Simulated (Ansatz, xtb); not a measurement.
## Two isomers of C4H8S2

We compare X, `C[C@@H]1CSCS1`, a singlet, with Y, `S[C@@H]1CCSC1`, a singlet. Both are isolated molecules in the gas phase, relaxed with B3LYP-D3(BJ)/def2-SVP; each stands in its lowest conformer found.

Energies in hartree; the thermal terms are from GFN2-xTB frequencies at re-optimised GFN2-xTB minima (ideal gas, soft modes damped towards free rotors, one conformer each, 298.15 K, 1 atm) and include the zero-point energy:

```
                              X           Y
E, CCSD(T)/def2-SVP  −951.742773  −951.745601
    E, MP2/def2-SVP  −951.643156  −951.645126
  E, MP2/def2-TZVPP  −952.305604  −952.304954
  zero-point energy     0.111340     0.109574
       H(298 K) − E     0.119272     0.117582
       G(298 K) − E     0.079847     0.077762
```

Question: Correct the CCSD(T) difference for the basis set by the MP2 change, then work out ΔE, ΔE₀, ΔH and ΔG for X → Y in kJ/mol (1 Eh = 2625.50 kJ/mol) and the equilibrium ratio [Y]/[X].

Answer: 1. Differences Y − X: CCSD(T) −0.002828, MP2 in the small set −0.001970, MP2 in the large set +0.000650 Eh.
2. ΔE = −0.002828 + (+0.000650 − (−0.001970)) = −0.000208 Eh = −0.55 kJ/mol.
3. ΔE₀ = ΔE + ΔZPE = −0.000208 + (−0.001766) Eh = −5.18 kJ/mol.
4. ΔH = ΔE + (−0.001690) Eh = −4.98 kJ/mol.
5. ΔG = ΔE + (−0.002085) Eh = −6.02 kJ/mol, so ΔS = (ΔH − ΔG)/T = +3.5 J/(mol K).
6. kT = 0.9442 mEh, so K = [Y]/[X] = exp(−ΔG/kT) = exp(+2.43) ≈ 11.

Structure Y is favoured at this temperature. An error of 4 kJ/mol in ΔG would change K by a factor of 5. Mirror images and further conformers aren't counted.

As drawn, Y has 1 C–C, 1 S–H in place of 1 C–S, 1 C–H.

Other levels gave ΔE = −12.9 (GFN2-xTB); +21.4 (HF/STO-3G, GFN2-xTB geometries); −1.2 (r2SCAN-D4/def2-SVP, GFN2-xTB geometries); −0.1 (B3LYP-D3(BJ)/def2-SVP); −12.9 (HF/def2-SVP); −5.2 (MP2/def2-SVP); −7.4 (CCSD(T)/def2-SVP) kJ/mol. The correlated steps freeze 14 core orbitals. Programs: Ansatz 0.2.0, xtb 6.7.1.
